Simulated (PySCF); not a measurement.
# Si: electron affinity

Si- [Ne] 3s2 3p3 [3p1/2^2 3p3/2^1, M_J = 3/2] → Si [Ne] 3s2 3p2 [3p1/2^2, M_J = 0], as a difference of total energies. Computed with PySCF 2.14 in x2c-TZVPall-2c with one added diffuse shell each of s, p type (6s7p2d1f, 44 functions), with the two-component X2C-1e Hamiltonian. Correlated levels: [Ne] frozen; the 6 highest virtual spinors dropped. "Screened" scales the spin-orbit matrix elements by Boettger's factors to mimic the two-electron term; Breit and QED terms are absent.

| method | electron affinity (eV) | error (eV) |
| --- | --- | --- |
| GHF (spin-free) | 0.932 | -0.458 |
| GMP2 (spin-free) | 1.338 | -0.052 |
| GHF (screened spin-orbit) | 0.922 | -0.468 |
| GMP2 (screened spin-orbit) | 1.329 | -0.061 |

Reference: 1.390 eV (measured; photodetachment measurements, as compiled on the Wikipedia data page of electron affinities).

Errors of the correlated levels include the incompleteness of this basis and the frozen core.

The labels give the starting determinants; with spin-orbit coupling the two ends relaxed to ⟨J²⟩ = 3.75, ⟨L²⟩ = 0.00, ⟨S²⟩ = 3.75 and ⟨J²⟩ = 1.90, ⟨L²⟩ = 2.02, ⟨S²⟩ = 2.00.

The determinant of Si mixes levels of different J (the jj label is only the starting occupation), so the difference between spin-free and spin-orbit rows is not the physical spin-orbit shift.
